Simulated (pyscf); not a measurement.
PySCF, gas phase, ωB97X-D3(BJ)/def2-SVP geometries.

Problem. Estimate the classical barrier height and the reaction energy of `[O]=[V]([Cl])([Cl])[Cl]` + `[OH2]` → `[O]=[V]([OH])([Cl])[Cl]` + `[ClH]` at ωB97M-D3(BJ)/def2-TZVP. The step runs on the singlet surface, breaks Cl–V, H–O and forms O–V, Cl–H; take the separated reactants as zero.

Solution. ΔE‡ = 15.5 kcal/mol, ΔE = +0.6 kcal/mol. Zero-point energy shifts the barrier by -1.3 kcal/mol. It is a four-centre exchange, with an imaginary mode of 713i cm⁻¹. On the reactant side the descent ends in an adduct with a O–V contact, 7.3 kcal/mol under the separated species and 22.0 kcal/mol under the saddle at ωB97X-D3(BJ)/def2-TZVP. What is counted as formed (O–V) is already present as a longer contact in the reactant adduct; forming that adduct is a step of its own. One saddle was located; it need not be the lowest between these sides.
